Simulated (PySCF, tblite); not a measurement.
# methyl ethyl disulfide (C3H8S2): dynamics, then NMR shifts on frames

Aim: move methyl ethyl disulfide (C3H8S2) (`CCSSC`) away from its starting geometry and see how NMR shifts follow the geometry.

The runs use tblite 0.8.0 and PySCF 2.14.0, with density-fitted response routines of our own; the level of theory stands in each step. All values are computed, except where a source is named. Atoms are numbered from 0 throughout.

## (1) The molecule as given

13 atoms, charge 0, multiplicity 1; geometry from: GFN2-xTB.

Bonds of the start (Å): C0–C1 1.51, C1–S2 1.84, S2–S3 2.03, S3–C4 1.83, C0–H5 1.09, C0–H6 1.09, C0–H7 1.09, C1–H8 1.09, C1–H9 1.09, C4–H10 1.08, C4–H11 1.09, C4–H12 1.08.

## (2) Thermal motion with GFN2-xTB

Job settings and geometry (Å):

```
{"job": {"kind": "md", "xc": "GFN2-xTB", "basis": "xTB", "temperature": 600, "steps": 2000, "every": 50, "frames": 5}, "charge": 0, "multiplicity": 1}
C     -2.022670     0.266196    -0.530603
C     -1.099823    -0.791285     0.035547
S     -0.115385    -0.155199     1.450059
S      1.057664     1.248971     0.579892
C      2.533620     0.285019     0.104885
H     -1.447405     1.119607    -0.885801
H     -2.590656    -0.142189    -1.364086
H     -2.716456     0.611398     0.232385
H     -0.401190    -1.163169    -0.713779
H     -1.654583    -1.628775     0.455509
H      3.243608     0.997171    -0.300798
H      2.265616    -0.447940    -0.649741
H      2.943271    -0.199317     0.985059
```

Method: GFN2-xTB Langevin dynamics, gas phase.

On the command line:

```console
$ OMP_NUM_THREADS=1 python probes_run.py task.json out
```

The driver reads the jobs from task.json and runs them one after another.

What it wrote:

```text
t/fs     T/K      E/eV
    0.0   500.1   -462.71854
   25.0   309.5   -462.12714
   50.0   405.7   -462.26460
   75.0   479.3   -462.34996
  100.0   386.1   -462.25719
  125.0   369.4   -461.98521
  150.0   432.8   -462.02094
  175.0   424.5   -461.99550
  200.0   507.5   -462.20013
  225.0   459.4   -461.84119
  250.0   666.8   -461.87006
  275.0   710.4   -461.83980
  300.0   608.0   -461.74513
  325.0   596.4   -461.74532
  350.0   835.7   -461.70559
  375.0   602.9   -461.53063
  400.0   702.3   -461.81103
  425.0   633.1   -461.68067
  450.0   808.0   -462.23389
  475.0   588.5   -462.10251
  500.0   655.3   -462.23664
  525.0   498.9   -461.99502
  550.0   648.2   -462.22938
  575.0   534.8   -461.95658
  600.0   556.0   -462.16346
  625.0   512.0   -461.54833
  650.0   652.0   -462.07938
  675.0   567.5   -461.89662
  700.0   471.5   -461.85717
  725.0   596.4   -462.06805
  750.0   497.5   -461.93169
  775.0   340.2   -461.81410
  800.0   721.1   -462.01150
  825.0   464.0   -461.76226
  850.0   649.2   -461.76206
  875.0   576.3   -461.74630
  900.0   541.1   -461.99302
  925.0   601.8   -462.06839
  950.0   374.1   -461.77910
  975.0   488.9   -461.96630
 1000.0   513.9   -461.76475
```

Run time: 14 s. Hardware: 1 thread of Intel Xeon at 2.70GHz, shared host; peak memory 0.18 GiB.

Distance from the start (root mean square after alignment): 0 fs 0.00 Å, 200 fs 0.27 Å, 400 fs 0.92 Å, 600 fs 1.00 Å, 800 fs 0.38 Å, 1000 fs 1.04 Å.

Positions (Å) and forces (eV/Å) at 1000 fs:

```xyz
13

C    -2.302   -2.551    1.738    2.539   -2.385   -1.511
C    -1.099   -1.989    0.917   -1.220    0.813    2.013
S    -0.030   -0.880    1.956   -0.410    0.312   -0.208
S    -1.211    0.791    1.957   -0.604   -0.203    1.161
C    -0.580    1.974    0.708   -0.638   -1.029    0.334
H    -2.703   -1.888    2.423   -0.512    1.085    1.270
H    -3.082   -3.015    1.147   -0.105    0.435   -0.487
H    -1.763   -3.443    2.156   -1.050    0.793    0.779
H    -1.342   -1.398    0.085   -0.419    0.425   -1.188
H    -0.453   -2.783    0.752    1.095   -1.226   -0.975
H    -0.054    1.176    0.116   -0.226    2.030   -0.246
H    -0.072    2.748    1.265    0.946   -0.251   -0.286
H    -1.497    2.490    0.366    0.605   -0.800   -0.655
```

## (3) Shielding tensors: 250 fs, PBE0/pcSseg-1

Job settings and geometry (Å):

```
{"job": {"kind": "nmr", "xc": "PBE0", "basis": "pcSseg-1", "pop": false}, "charge": 0, "multiplicity": 1}
C     -2.718900    -0.190700    -0.241400
C     -1.490500    -0.939700    -0.100800
S     -0.670200    -0.498900     1.431400
S      0.407900     1.238600     1.204700
C      2.087500     0.915900     0.736100
H     -2.381400     0.811700    -0.380500
H     -3.113900    -0.508200    -1.226800
H     -3.383000    -0.347500     0.688200
H     -0.850400    -0.724700    -0.860800
H     -1.584200    -2.016800     0.035300
H      2.609800     1.799000     1.227400
H      2.087900     0.992300    -0.368400
H      2.508500    -0.012700     1.243900
```

Method: GIAO PBE0/pcSseg-1 NMR shielding, non-relativistic, gas phase.

What it wrote:

```text
coarse grid: 11472 points
cycle   1  E = -914.9531219300  dE =  4.562e-01  |g| = 3.023e-01  |ddm| = 3.232e+00
cycle   2  E = -914.9558561290  dE = -2.734e-03  |g| = 2.988e-01  |ddm| = 5.904e-01
cycle   3  E = -914.9783385127  dE = -2.248e-02  |g| = 4.510e-02  |ddm| = 2.701e-01
cycle   4  E = -914.9788438773  dE = -5.054e-04  |g| = 1.735e-02  |ddm| = 8.013e-02
cycle   5  E = -914.9789187399  dE = -7.486e-05  |g| = 4.384e-03  |ddm| = 2.549e-02
cycle   6  E = -914.9789233128  dE = -4.573e-06  |g| = 1.332e-03  |ddm| = 5.881e-03
final grid: 100096 points
cycle   7  E = -915.0130636446  dE = -2.007e-05  |g| = 8.707e-03  |ddm| = 2.510e-02
cycle   8  E = -915.0130495478  dE =  1.410e-05  |g| = 1.135e-02  |ddm| = 1.802e-02
cycle   9  E = -915.0130821806  dE = -3.263e-05  |g| = 6.039e-04  |ddm| = 1.075e-02
cycle  10  E = -915.0130822733  dE = -9.267e-08  |g| = 1.356e-04  |ddm| = 8.578e-04
cycle  11  E = -915.0130822774  dE = -4.113e-09  |g| = 4.719e-05  |ddm| = 1.827e-04
cycle  12  E = -915.0130822779  dE = -5.155e-10  |g| = 1.618e-05  |ddm| = 6.936e-05
converged SCF energy = -915.0130822779

GIAO shielding tensors (ppm)
atom      isotropic    diamagn.    paramagn.     s11        s22        s33       span
  0 C      164.782     251.470     -86.688    144.086    171.360    178.898     34.812
  1 C      154.180     255.033    -100.852    138.583    145.845    178.113     39.530
  2 S      373.975    1057.473    -683.497    255.239    351.588    515.098    259.859
  3 S      482.162    1056.454    -574.292    272.901    481.128    692.458    419.558
  4 C      155.605     251.896     -96.290    124.285    160.149    182.382     58.097
  5 H       30.309      30.893      -0.584     25.663     31.233     34.031      8.367
  6 H       29.538      27.697       1.841     24.077     26.958     37.578     13.501
  7 H       28.725      27.568       1.156     24.672     27.059     34.444      9.773
  8 H       31.113      35.987      -4.874     25.632     31.865     35.844     10.212
  9 H       29.397      32.054      -2.657     22.969     28.300     36.922     13.953
 10 H       28.025      27.374       0.651     22.688     25.469     35.918     13.231
 11 H       27.438      29.762      -2.324     20.918     26.412     34.983     14.065
 12 H       27.924      28.101      -0.177     23.851     26.238     33.682      9.832
```

It took 24 s on 1 thread of Intel Xeon at 2.70GHz, shared host; peak memory 0.69 GiB.

Shifts follow as δ = σ(reference) − σ, with reference shieldings (ppm) from runs at the same level and on the same kind of geometry: 1H TMS 31.72, 13C TMS 186.9, 33S CS2 504. The references are single molecules in the gas phase. Each atom is listed at this fixed geometry, with no averaging over motion; a spectrum would average atoms that exchange fast.

```
atoms                              environment  σ (ppm)  δ (ppm)
   C1                      sp3 CH2 bonded to S    154.2     32.7
   C4                methyl carbon bonded to S    155.6     31.3
   C0                            methyl carbon    164.8     22.1
  H11  hydrogen on a methyl carbon bonded to S    27.44     4.28
  H12  hydrogen on a methyl carbon bonded to S    27.92     3.79
  H10  hydrogen on a methyl carbon bonded to S    28.02     3.69
   H7              hydrogen on a methyl carbon    28.72     2.99
   H9       hydrogen on an sp3 CH2 bonded to S    29.40     2.32
   H6              hydrogen on a methyl carbon    29.54     2.18
   H5              hydrogen on a methyl carbon    30.31     1.41
   H8       hydrogen on an sp3 CH2 bonded to S    31.11     0.60
   S2                         disulfide sulfur      374      130
   S3                         disulfide sulfur      482       22
```

The fields below are evaluated on a grid from the run's orbitals.

Frontier orbitals at PBE0/pcSseg-1, with the share of their density that lies nearest to each atom:

```
orbital  energy (eV)                 lies on
   HOMO        -6.71        S3 57 %; S2 23 %
   LUMO        -0.37  S2, S3 about 39 % each
```

ELF in a plane through or near 6 of the atoms.

Ten even steps from '0' (0.00) to '9' (1.00):
```
0000000000000000000000000000
0000000000000000000000000000
0000000000000000000000000000
0000000000221000000000000000
0000000003566300264000000000
0000020005888500899200000000
0001798105899701999410000000
0005999725789701999531000000
0006999857668500373363100000
0004999318766212473264100000
0000136425322246168442100000
0000049994002345726100000000
0000179993003324798200000000
0000069991003203999600000000
0000015750001102999800000000
0000000000000000799400000000
0000000000000000132000000000
0000000000000000000000000000
0000000000000000000000000000
0000000000000000000000000000
```
The map spans 12.4 Å across and 8.5 Å up, centred on the molecule. Atoms in the plane (x, y in Å): C0 (2.2, 0.5), C1 (1.3, -0.6), C4 (-2.8, 0.0), H5 (1.7, 1.3), H9 (1.7, -1.6), H10 (-3.6, 0.7).

log10 of the density (e/Å³) in the same plane.

Ten even steps from ' ' (-4.0) to '@' (1.4):
```
                                                        
                                                        
                ....::::::..      ....                  
            ....::--------::::..::::::::..              
        ....::::--========--------====--::::..          
      ..::------==++++++++==--==++++++==----::..        
    ..::==++++++++********++====**##**++++==--::..      
    ..--++**********######**==++**####****++--::..      
    ::==++################**++++**##%%##**++==--..      
    ::==++**##%%%%######****++****##@@####++==--::      
    ..--==++####%%****++++****##%%%%##****++==::..      
    ..--==++**####**++++++****##@@%%##++++==--::..      
      ::--++**##**++====++++**########++==--::..        
      ..--==++++++==--======++**######++--::..          
      ..::--======--------====++******==--..            
        ....::::::::::::::----====++++--::..            
            ......    ......::::------::..              
                              ....::....                
                                                        
                                                        
```
The map spans 12.4 Å across and 8.5 Å up, centred on the molecule. Atoms in the plane (x, y in Å): C0 (2.2, 0.5), C1 (1.3, -0.6), C4 (-2.8, 0.0), H5 (1.7, 1.3), H9 (1.7, -1.6), H10 (-3.6, 0.7).

On the surface of density 0.002 e/bohr³ the electrostatic potential runs, from the 1st to the 99th percentile, from -1.06 V near S3 to 0.97 V near H11.

## (4) Shielding tensors: 425 fs, PBE0/pcSseg-1

Job settings and geometry (Å):

```
{"job": {"kind": "nmr", "xc": "PBE0", "basis": "pcSseg-1", "pop": false}, "charge": 0, "multiplicity": 1}
C     -3.066000    -0.420000     0.136600
C     -1.822400    -1.273000     0.484400
S     -1.096900    -0.627500     2.083700
S      0.054200     1.115600     1.880200
C      1.437200     0.625700     0.693300
H     -2.881200     0.569900    -0.157800
H     -3.529600    -0.926800    -0.795500
H     -3.723500    -0.295100     0.984000
H     -0.922900    -1.157800    -0.261500
H     -2.119900    -2.415800     0.475300
H      1.949100    -0.278300     1.232300
H      2.100300     1.462300     0.530100
H      0.978600     0.433100    -0.224600
```

Level: GIAO PBE0/pcSseg-1 NMR shielding, non-relativistic, gas phase.

What it wrote:

```text
coarse grid: 11472 points
cycle   1  E = -914.9460424733  dE =  7.185e-02  |g| = 2.839e-01  |ddm| = 3.135e+00
cycle   2  E = -914.9511068324  dE = -5.064e-03  |g| = 2.645e-01  |ddm| = 5.561e-01
cycle   3  E = -914.9690899237  dE = -1.798e-02  |g| = 3.360e-02  |ddm| = 2.399e-01
cycle   4  E = -914.9693602878  dE = -2.704e-04  |g| = 9.424e-03  |ddm| = 4.741e-02
cycle   5  E = -914.9693829085  dE = -2.262e-05  |g| = 3.293e-03  |ddm| = 1.687e-02
cycle   6  E = -914.9693852573  dE = -2.349e-06  |g| = 1.279e-03  |ddm| = 4.872e-03
final grid: 100096 points
cycle   7  E = -915.0041172762  dE = -2.209e-05  |g| = 7.121e-03  |ddm| = 2.191e-02
cycle   8  E = -915.0041069825  dE =  1.029e-05  |g| = 9.391e-03  |ddm| = 1.446e-02
cycle   9  E = -915.0041298360  dE = -2.285e-05  |g| = 7.931e-04  |ddm| = 8.977e-03
cycle  10  E = -915.0041300024  dE = -1.664e-07  |g| = 1.648e-04  |ddm| = 9.066e-04
cycle  11  E = -915.0041300084  dE = -6.022e-09  |g| = 5.296e-05  |ddm| = 1.897e-04
cycle  12  E = -915.0041300091  dE = -6.660e-10  |g| = 2.060e-05  |ddm| = 8.191e-05
converged SCF energy = -915.0041300091

GIAO shielding tensors (ppm)
atom      isotropic    diamagn.    paramagn.     s11        s22        s33       span
  0 C      164.050     246.949     -82.899    138.514    162.682    190.954     52.440
  1 C      139.907     252.987    -113.080    110.821    145.461    163.439     52.618
  2 S      311.136    1054.346    -743.210    153.659    349.894    429.855    276.196
  3 S      387.234    1054.375    -667.140    219.095    320.159    622.449    403.354
  4 C      156.589     251.827     -95.238    123.593    160.453    185.720     62.127
  5 H       30.700      31.641      -0.941     26.691     30.183     35.227      8.537
  6 H       28.691      26.064       2.627     23.377     26.051     36.646     13.270
  7 H       30.217      28.198       2.019     26.611     28.682     35.357      8.746
  8 H       26.933      31.112      -4.179     21.690     27.761     31.349      9.659
  9 H       27.036      28.222      -1.185     21.798     25.918     33.392     11.594
 10 H       27.097      27.307      -0.210     22.684     24.995     33.611     10.926
 11 H       29.634      29.398       0.237     25.247     26.340     37.317     12.069
 12 H       29.704      33.434      -3.730     23.883     29.942     35.286     11.402
```

It took 17 s on 1 thread of Intel Xeon at 2.70GHz, shared host; peak memory 0.71 GiB.

Key values: δ C1 47.0, C4 30.3, C0 22.9, S2 193, H8 4.78, H9 4.68 ppm.

(Part 1 of 2 ends here.)
